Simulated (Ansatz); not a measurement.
Relaxed structures of CH4AlS, doublet (PBE0-D4/def2-TZVP; forces vanish, vibrations not checked; lower isomers may exist, and structures with a doubtful reference or unclear bonds are left out; Å). Computed with Ansatz 0.2.0 (basis: def2-TZVPP); correlated methods freeze the cores; orbitals are unrestricted.

**Question.** Rank them by CCSD(T) energy, lowest first, and give each one's height above the lowest. Links in brackets join atoms within 1.22 times the sum of their covalent radii (1.1 for two metals). (Judge from chemistry; the value comes from the calculation.)
A.
CH₄AlS ([CH3][SH][Al])
```
7
angstrom
C -0.6786 0.4829 -0.2709
Al 1.0641 -1.8842 2.0259
S 0.6443 -0.7588 -0.1084
H -0.4329 1.3819 0.2913
H -1.5708 0.0212 0.1499
H -0.8420 0.7160 -1.3233
H 1.6196 0.0014 -0.6616
```
B.
CH₄AlS ([CH2][AlH][SH])
```
7
angstrom
C -0.7060 0.0974 -0.0785
Al 1.0429 -0.6703 0.1022
S 1.4212 -2.1379 1.6790
H 0.1621 -2.0910 2.1469
H -1.5548 -0.1455 0.5582
H -0.9622 0.8335 -0.8389
H 2.2591 -0.3038 -0.8356
```
C.
CH₄AlS ([CH3][AlH][S])
```
7
angstrom
C -0.7743 0.5081 -0.2280
Al 0.8848 -0.4474 0.1316
S 0.9220 -2.0269 1.6266
H -0.6467 1.5755 -0.0220
H -1.6111 0.1431 0.3697
H -1.0419 0.4163 -1.2853
H 2.2671 -0.1689 -0.5926
```

**Answer.** Computed: C (0.000 eV), B (0.494 eV), A (1.775 eV). Heights count from the lowest.

The T1 diagnostic stays at or below 0.024. ⟨S²⟩ of the unrestricted Hartree–Fock references: 0.76 to 0.80 (a pure state has 0.75).

For scale, one of the runs: CCSD(T)/def2-TZVPP, 171 basis functions, launched by `ansatz run in.yaml --threads 2 --pin off --events-out ev --progress --plain --max-ram 4352MiB`. Time: 82 s of wall clock on 2 CPU threads of an Arm Neoverse V2; the host was shared. Peak host memory: 3.2 GiB.
